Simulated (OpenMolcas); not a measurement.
How methods differ on C2H5B (SMILES BC=C)

C2H5B has 8 atoms, charge 0, and is taken as a singlet. SMILES: `BC=C`. The coordinates come from a PBE0-D4/def2-TZVP relaxation.

Each level gives the dipole moment (D). The values are calculated.

```tsv
level	kind	program	value (D)	CPU time
HF/6-311+G**	Hartree–Fock	OpenMolcas	1.19	17 s
SVWN5/6-311+G**	LDA	OpenMolcas	1.43	44 s
BLYP/6-311+G**	GGA	OpenMolcas	1.39	58 s
PBE/6-311+G**	GGA	OpenMolcas	1.41	57 s
M06-L/6-311+G**	meta-GGA	OpenMolcas	1.29	74 s
TPSS/6-311+G**	meta-GGA	OpenMolcas	1.38	70 s
B3LYP/6-311+G**	global hybrid	OpenMolcas	1.33	54 s
PBE0/6-311+G**	global hybrid	OpenMolcas	1.33	54 s
```

The values span 1.19 to 1.43 D. Magnitudes only. CPU times are rough (shared hosts, several kinds of processor): they show what a rung costs within a factor of a few.
